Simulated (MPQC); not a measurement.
# PH (SMILES [PH]): levels of theory compared

We compute a comparison of 3 runs (ZAPT2/3-21G, ZAPT2/pcseg-0, ZAPT2/6-31++G**) of PH. 

Program for the calculation: MPQC 2.3.1.

8 further runs of the same task are left out: 2 that didn't finish, 6 set aside as unsound or not needed. Runs told in other sessions of the task aren't counted.

**1. The molecule**

PH: 2 atoms, total charge 0, spin state triplet. As SMILES, `[PH]`. The coordinates come from a GFN2-xTB relaxation.

Bond lengths: P1–H2 1.399 Å.

**2. A single-point energy at ZAPT2/3-21G (run 1)**

Input file job.in:

```
molecule<Molecule>: (
    symmetry = c1
    unit = bohr
    { atoms geometry } = {
        P  [ 0.00000000 0.00000000 0.00000000 ]
        H  [ 0.00000000 0.00000000 2.64385913 ]
    }
)
basis<GaussianBasisSet>: (
    name = "3-21G"
    molecule = $:molecule
    basisdir = "."
    puream = yes
)
mpqc: (
    checkpoint = no
    savestate = no
    restart = no
    do_energy = yes
    do_gradient = no
    optimize = no
    mole<MBPT2>: (
        molecule = $:molecule
        basis = $:basis
        memory = 1000000000
        method = zapt
        nfzc = 5
        reference<HSOSHF>: (
            molecule = $:molecule
            basis = $:basis
            total_charge = 0
            multiplicity = 3
            memory = 1000000000
            print_evals = yes
            maxiter = 70
            value_accuracy = 1e-08
            guess_wavefunction<HSOSHF>: (
                molecule = $:molecule
                total_charge = 0
                multiplicity = 3
                memory = 1000000000
                value_accuracy = 1e-3
                basis<GaussianBasisSet>: (
                    name = "STO-3G"
                    molecule = $:molecule
                )
                guess_wavefunction<ExtendedHuckelWfn>: (
                    molecule = $:molecule
                    total_charge = 0
                    multiplicity = 3
                    basis<GaussianBasisSet>: (
                        name = "STO-3G"
                        molecule = $:molecule
                    )
                )
            )
        )
    )
)
```

The basis set 3-21G is read from a file made from the Basis Set Exchange's data (not shown).

Run with:

```sh
$ mpqc -o job.out job.in
```

What it wrote:

```text
MPQC: Massively Parallel Quantum Chemistry
[...]
   npass  rest  nbasis  nshell  nfuncmax  ndocc  nsocc  nvir  nfzc  nfzv
[...]
  LUMO is    10   A =   0.217324
  total scf energy = -339.5494819764
[...]
Value of the MolecularEnergy: -339.5822909510
[...]
        symmetry = c1
[...]
```

Run time: 0.1 s. Hardware: 1 thread of Arm Neoverse V2, shared host.

**3. The energy at ZAPT2/pcseg-0 (run 2)**

Changes to job.in since step 2:

```diff
@@ -2,6 +2,6 @@
     symmetry = c1
-    unit = bohr
+    unit = angstrom
     { atoms geometry } = {
-        P  [ 0.00000000 0.00000000 0.00000000 ]
-        H  [ 0.00000000 0.00000000 2.64385913 ]
+        P  [ 0.000000 0.000000 0.000000 ]
+        H  [ 0.000000 0.000000 1.399070 ]
     }
@@ -9,3 +9,3 @@
 basis<GaussianBasisSet>: (
-    name = "3-21G"
+    name = "pcseg-0"
     molecule = $:molecule
```

The basis set pcseg-0 is read from a file made from the Basis Set Exchange's data (not shown).

Run with:

```sh
$ mpqc -o job.out job.in
```

What it wrote:

```text
MPQC: Massively Parallel Quantum Chemistry
[...]
   npass  rest  nbasis  nshell  nfuncmax  ndocc  nsocc  nvir  nfzc  nfzv
[...]
  LUMO is    10   A =   0.200495
  total scf energy = -340.8405796552
[...]
Value of the MolecularEnergy: -340.8728628739
[...]
        symmetry = c1
[...]
```

It took 0.1 s on 1 thread of Arm Neoverse V2, shared host.

**4. The energy at ZAPT2/6-31++G(d,p) (spherical functions) (run 3)**

Changes to job.in since step 3:

```diff
@@ -2,6 +2,6 @@
     symmetry = c1
-    unit = angstrom
+    unit = bohr
     { atoms geometry } = {
-        P  [ 0.000000 0.000000 0.000000 ]
-        H  [ 0.000000 0.000000 1.399070 ]
+        P  [ 0.00000000 0.00000000 0.00000000 ]
+        H  [ 0.00000000 0.00000000 2.64385913 ]
     }
@@ -9,3 +9,3 @@
 basis<GaussianBasisSet>: (
-    name = "pcseg-0"
+    name = "6-31++G**"
     molecule = $:molecule
```

The basis set 6-31++G** is read from a file made from the Basis Set Exchange's data (not shown).

Run with:

```sh
$ mpqc -o job.out job.in
```

What it wrote:

```text
MPQC: Massively Parallel Quantum Chemistry
[...]
   npass  rest  nbasis  nshell  nfuncmax  ndocc  nsocc  nvir  nfzc  nfzv
[...]
  LUMO is    10   A =   0.063236
  total scf energy = -341.2609550489
[...]
Value of the MolecularEnergy: -341.3409836415
[...]
        symmetry = c1
[...]
```

Wall time 0.22 s (1 thread of Arm Neoverse V2, shared host).

**5. Overview of the runs**

| run | level | energy (Eh) | correlation energy (mEh) | wall time |
| --- | --- | --- | --- | --- |
| 1 | ZAPT2/3-21G | -339.582291 | -32.8 | 0.1 s |
| 2 | ZAPT2/pcseg-0 | -340.872863 | -32.3 | 0.1 s |
| 3 | ZAPT2/6-31++G** (spherical functions) | -341.340984 | -80.0 | 0.22 s |

**6. What came out**

| quantity | value |
| --- | --- |
| run 3, ZAPT2/6-31++G**: total energy | -341.34098 Eh |
| run 3, ZAPT2/6-31++G**: correlation energy (5 core orbitals frozen) | -80.0 mEh |

Over the runs the total energy spans 47.856 eV. All runs together took 0.42 s, the longest 0.22 s.
